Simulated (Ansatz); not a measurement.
Two isomers of C4H7NO: A = `C=C(C)C(N)=O`, B = `CC(=N)C(C)=O`.

Computed with Ansatz on PBE0-D4/def2-TZVP structures; ΔE is electronic, products minus reactants. CBS: MP2 limit from def2 TZ/QZ plus the TZ coupled-cluster correction, frozen cores. Functionals use def2-TZVPP. B3LYP here is the variant with VWN-RPA as its local correlation; programs differ in this. One conformer a species, not always the lowest.

A:

Z-matrix (Å, degrees):
```
C
C 1 1.491
H 1 1.094 2 110.9
H 1 1.090 2 111.2 3 -121.3
H 1 1.092 2 109.8 3 117.3
C 2 1.500 1 114.7 3 -63.2
C 2 1.330 1 123.8 3 120.8
N 6 1.358 2 116.3 1 152.3
O 6 1.215 2 121.3 1 -28.6
H 7 1.084 2 122.1 1 176.1
H 7 1.084 2 121.0 1 -1.4
H 8 1.005 6 117.3 2 -176.3
H 8 1.003 6 120.9 2 -16.0
```

B:

```xyz
13

C     0.519    0.937   -1.554
C     0.484    0.280   -0.214
N     1.424    0.218    0.634
C    -0.826   -0.384    0.163
C    -0.908   -1.054    1.499
O    -1.748   -0.351   -0.617
H     1.495    1.386   -1.742
H    -0.256    1.705   -1.619
H     0.292    0.211   -2.338
H     2.260    0.692    0.289
H    -1.898   -1.488    1.623
H    -0.136   -1.821    1.583
H    -0.702   -0.332    2.293
```

Q: Which isomer does CCSD(T)/CBS put lower? Give the gap. (An estimate is asked.)

A: The calculation gave: A, by 9.4 kcal/mol.

Q: Give E(B) − E(A) in kcal/mol with B2PLYP, BLYP-D4, ωB97M-V, PBE-D4, B3LYP, r2SCAN-D4, B3LYP-D4. (Best estimate.)

A: Computed: B2PLYP 10.0, BLYP-D4 10.1, ωB97M-V 9.8, PBE-D4 10.9, B3LYP 10.3, r2SCAN-D4 11.2, B3LYP-D4 10.6. None reverses the order clearly.

Q: Does the order hold for the free energy at 298.15 K (harmonic terms from PBE0-D4)? (An estimate is asked.)

A: Ansatz gave: Yes: G(B) − G(A) = +8.2 kcal/mol, for one conformer each. Modes under 60 cm⁻¹, often nearly free rotors, make the harmonic entropy too high.

Largest T1 diagnostic: 0.014.

At CCSD(T), def2-SVP lies −2.5 kcal/mol from the extrapolated value and def2-TZVPP −0.8 kcal/mol. From BLYP to BHLYP (50 % exact exchange), in def2-TZVPP and without D4, E(B) − E(A) moves by +0.8 kcal/mol.
